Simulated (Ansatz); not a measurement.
Basis-set extrapolation for `N=C1[C@@H](F)[C@@H]1F` (PBE0-D4/def2-TZVP geometry, frozen core, Ansatz 0.2.0). Multiplicity 1, RHF reference.

```
                      def2-TZVPP   def2-QZVPP
                 HF  -368.724021  -368.739852
    MP2 correlation    -1.164039    -1.256867
CCSD(T) correlation    -1.231098      not run
```

Energies in hartree. Use E(X) = E(∞) + A·exp(−7.88·√X) for Hartree–Fock and E(X) = E(∞) + B·X^(−2.97) for correlation, with X = 3 and 4, and add CCSD(T) minus MP2 of the smaller set to the MP2 limit.

What is the CCSD(T) energy at the basis-set limit?

HF limit: -368.739852 + (-0.015831) × 0.13774 = -368.74203. MP2 limit: -1.256867 + (-0.092828) × 0.74074 = -1.32563. Higher-order term: -1.231098 − (-1.164039) = -0.06706. Total: -370.13472 hartree, 471.5 kJ/mol below CCSD(T)/def2-TZVPP.
